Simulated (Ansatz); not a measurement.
**HNO2 (nitrous acid) at BCCD(T)/STO-3G**

Aim: the vertical singlet–triplet gap of HNO2 (nitrous acid) at BCCD(T)/STO-3G, from 2 runs. 

The calculation is run with Ansatz 0.2.0.

61 further runs of the same task are left out: 1 that didn't finish, 60 set aside as unsound or not needed.

**1. The system as given**

HNO2: 4 atoms, total charge 0, spin state singlet. SMILES: `O=NO`. Geometry: relaxed at PBE0-D4/def2-TZVP.

Bond lengths: O1–N2 1.162 Å, N2–O3 1.397 Å, O3–H4 0.967 Å. Angles: O1–N2–O3 111.2°, N2–O3–H4 102.9°.

**2. The energy at BCCD(T)/STO-3G**

job.yaml

```yaml
basis:
  gaussian:
    orbitals: STO-3G
crystal:
  periodic: [false, false, false]
  atoms:
    - {symbol: O, position_ang: [0.413650, 0.047230, 1.437260]}
    - {symbol: "N", position_ang: [0.320150, -0.419400, 0.377370]}
    - {symbol: O, position_ang: [-0.362650, 0.434660, -0.492650]}
    - {symbol: H, position_ang: [-0.371140, -0.062490, -1.321980]}
correlation:
  method: bccd_t
  frozen_orbitals: {H: 0, "N": 1, O: 1}
accuracy: high
scf:
  omitted_lower_state_checks: [cluster_reference, increment]
```

The run is started by

```console
ansatz run job.yaml --threads 1 --pin off --max-ram 3480MiB --events-out events.jsonl --progress --plain --runs-dir runs
```

The log of the run:

```text
Warning: RAYON_NUM_THREADS=1 ignored (pool sized by the plan → 1); use --threads N
Functional definition: HF
  name "HF"
  exchange = exact_x
  correlation = 0
these checks for a lower state are left out or cut short: cluster_reference, increment
275 factors; integrals over basis functions are off by at most 2.3e-8 eV
mean field evaluation 1: about -5491.5900 eV, gradient 2.7e1 eV
mean field evaluation 2: about -5491.7487 eV, gradient 2.7e1 eV
mean field evaluation 4: about -5494.0478 eV, gradient 2.4e0 eV
mean field evaluation 8: about -5494.1180 eV, gradient 2.5e-2 eV
mean field -5494.11499291 eV, -201.9050019446 hartree, gradient 2.8e-8 eV, S^2 0.000000; 0 other end points of the search recorded, 0 dependent functions left out; unrestricted orbitals would lower it
3 core orbitals not correlated: weight in the atoms' cores, before any rotation towards them, 1.000 or more for the frozen orbitals, at most 0.000 for the correlated occupied ones
reference -5494.11499291 eV, -201.9050019446 hartree; 9, 9 occupied and 4, 4 virtual orbitals, 275 factors
second order -4.29244984 eV of doubles, -0.00000000 eV of singles
cycle   1  -4.70530561 eV  change   -4.1e-1 eV  update   8.7e-2
cycle   2  -4.94749378 eV  change   -2.4e-1 eV  update   3.2e-2
cycle   3  -5.01551700 eV  change   -6.8e-2 eV  update   2.0e-2
cycle   4  -5.00478075 eV  change    1.1e-2 eV  update   6.3e-3
cycle   5  -4.99891551 eV  change    5.9e-3 eV  update   2.6e-3
cycle   6  -4.99458563 eV  change    4.3e-3 eV  update   1.2e-3
cycle   7  -4.99381897 eV  change    7.7e-4 eV  update   3.1e-4
cycle   8  -4.99404239 eV  change   -2.2e-4 eV  update   1.2e-4
cycle   9  -4.99416451 eV  change   -1.2e-4 eV  update   5.9e-5
cycle  10  -4.99412620 eV  change    3.8e-5 eV  update   2.9e-5
cycle  11  -4.99415267 eV  change   -2.6e-5 eV  update   1.2e-5
cycle  12  -4.99415608 eV  change   -3.4e-6 eV  update   4.6e-6
cycle  13  -4.99416468 eV  change   -8.6e-6 eV  update   1.7e-6
cycle  14  -4.99416572 eV  change   -1.0e-6 eV  update   3.8e-7
cycle  15  -4.99416556 eV  change    1.6e-7 eV  update   1.5e-7
cycle  16  -4.99416545 eV  change    1.0e-7 eV  update   5.9e-8
cycle  17  -4.99416540 eV  change    5.5e-8 eV  update   3.3e-8
cycle  18  -4.99416457 eV  change    8.3e-7 eV  update   1.4e-7
cycle  19  -4.99416460 eV  change   -2.9e-8 eV  update   5.5e-8
cycle  20  -4.99416453 eV  change    6.2e-8 eV  update   2.6e-8
cycle  21  -4.99416452 eV  change    1.8e-8 eV  update   8.9e-9
cycle  22  -4.99416451 eV  change    3.3e-9 eV  update   3.4e-9
cycle  23  -4.99416451 eV  change    2.7e-9 eV  update   1.4e-9
cycle  24  -4.99416451 eV  change   4.9e-10 eV  update  5.2e-10
perturbative correction -0.23394470 eV, -0.0085973092 hartree
Total energy: -5499.34310212 eV, -202.0971314144 hartree
Checks for a lower state left out: cluster_reference, increment
```

Run time: 0.12 s. Hardware: 1 thread of Intel Xeon 6975P-C (Granite Rapids), shared host.

**3. The triplet, same level**

molecule.yaml

```yaml
crystal:
  periodic: [false, false, false]
  atoms:
    - {symbol: O, position_ang: [0.413650, 0.047230, 1.437260]}
    - {symbol: "N", position_ang: [0.320150, -0.419400, 0.377370]}
    - {symbol: O, position_ang: [-0.362650, 0.434660, -0.492650]}
    - {symbol: H, position_ang: [-0.371140, -0.062490, -1.321980]}
basis:
  gaussian:
    orbitals: STO-3G
accuracy: high
correlation:
  method: bccd_t
  frozen_orbitals: {H: 0, "N": 1, O: 1}
magnetization:
  spin_polarized: true
  initial_magnetization: 2
scf:
  omitted_lower_state_checks: [cluster_reference, increment]
```

The run is started by

```console
ansatz run molecule.yaml --threads 1 --pin off --max-ram 3480MiB --events-out events.jsonl --progress --plain --runs-dir runs
```

The log of the run:

```text
Warning: RAYON_NUM_THREADS=1 ignored (pool sized by the plan → 1); use --threads N
[... 4 set-up lines as earlier in the session ...]
these checks for a lower state are left out or cut short: cluster_reference, increment
275 factors; integrals over basis functions are off by at most 2.3e-8 eV
mean field evaluation 1: about -5491.5062 eV, gradient 1.2e1 eV
mean field evaluation 2: about -5491.7027 eV, gradient 1.3e1 eV
mean field evaluation 4: about -5492.9797 eV, gradient 2.0e0 eV
mean field evaluation 8: about -5493.1492 eV, gradient 1.6e-1 eV
mean field evaluation 16: about -5493.1485 eV, gradient 1.5e-8 eV
mean field -5493.14851865 eV, -201.8694846704 hartree, gradient 1.5e-8 eV, S^2 2.020890; 0 other end points of the search recorded, 0 dependent functions left out
3 core orbitals not correlated: weight in the atoms' cores, before any rotation towards them, 1.000 or more for the frozen orbitals, at most 0.000 for the correlated occupied ones
reference -5493.14851865 eV, -201.8694846704 hartree; 10, 8 occupied and 3, 5 virtual orbitals, 275 factors
second order -2.75335093 eV of doubles, -0.00000000 eV of singles
cycle   1  -3.31054601 eV  change   -5.6e-1 eV  update   7.5e-2
cycle   2  -3.67309196 eV  change   -3.6e-1 eV  update   4.6e-2
cycle   3  -3.72954078 eV  change   -5.6e-2 eV  update   2.4e-2
cycle   4  -3.70743761 eV  change    2.2e-2 eV  update   1.2e-2
cycle   5  -3.70685613 eV  change    5.8e-4 eV  update   5.6e-3
cycle   6  -3.70380320 eV  change    3.1e-3 eV  update   1.9e-3
cycle   7  -3.70488839 eV  change   -1.1e-3 eV  update   6.3e-4
cycle   8  -3.70527686 eV  change   -3.9e-4 eV  update   2.3e-4
cycle   9  -3.70524967 eV  change    2.7e-5 eV  update   9.6e-5
cycle  10  -3.70526948 eV  change   -2.0e-5 eV  update   4.3e-5
cycle  11  -3.70528585 eV  change   -1.6e-5 eV  update   1.8e-5
cycle  12  -3.70528204 eV  change    3.8e-6 eV  update   6.6e-6
cycle  13  -3.70528076 eV  change    1.3e-6 eV  update   3.0e-6
cycle  14  -3.70527875 eV  change    2.0e-6 eV  update   1.2e-6
cycle  15  -3.70527875 eV  change   -6.4e-9 eV  update   3.7e-7
cycle  16  -3.70527894 eV  change   -1.8e-7 eV  update   1.4e-7
cycle  17  -3.70527877 eV  change    1.7e-7 eV  update   7.0e-8
cycle  18  -3.70527878 eV  change   -8.5e-9 eV  update   3.6e-8
cycle  19  -3.70527884 eV  change   -5.9e-8 eV  update   8.6e-8
cycle  20  -3.70527885 eV  change   -1.9e-8 eV  update   4.1e-8
cycle  21  -3.70527888 eV  change   -2.5e-8 eV  update   2.0e-8
cycle  22  -3.70527889 eV  change   -1.1e-8 eV  update   7.6e-9
cycle  23  -3.70527889 eV  change   -2.8e-9 eV  update   3.3e-9
cycle  24  -3.70527889 eV  change  -5.5e-10 eV  update   1.5e-9
cycle  25  -3.70527889 eV  change   7.9e-10 eV  update  5.6e-10
perturbative correction -0.08492529 eV, -0.0031209470 hartree
Total energy: -5496.93872283 eV, -202.0087721052 hartree
Checks for a lower state left out: cluster_reference, increment
```

Wall time 0.22 s (1 thread of Intel Xeon 6975P-C (Granite Rapids), shared host).

**4. Results**

At BCCD(T)/STO-3G, 3 core orbitals frozen:

| quantity | value |
| --- | --- |
| singlet: total energy | -202.09713 Eh |
| singlet: correlation energy (3 core orbitals frozen) | -192.1 mEh |
| singlet: (T) correction | -8.60 mEh |
| triplet: total energy | -202.00877 Eh |
| triplet: correlation energy (3 core orbitals frozen) | -139.3 mEh |
| triplet: (T) correction | -3.12 mEh |
| triplet: ⟨S²⟩ of the reference determinant | 2.021 |
| vertical energy of the triplet above the singlet | 2.404 eV |

In words: At this shape the triplet lies 2.40 eV (232 kJ/mol) above the singlet. In a minimal basis such a difference can be off by several eV, whatever the method. The restricted solution (singlet) is unstable to spin breaking: an unrestricted one lies lower. The triples (singlet) make up 4.5 % of the correlation energy. The triples (triplet) make up 2.2 % of the correlation energy.
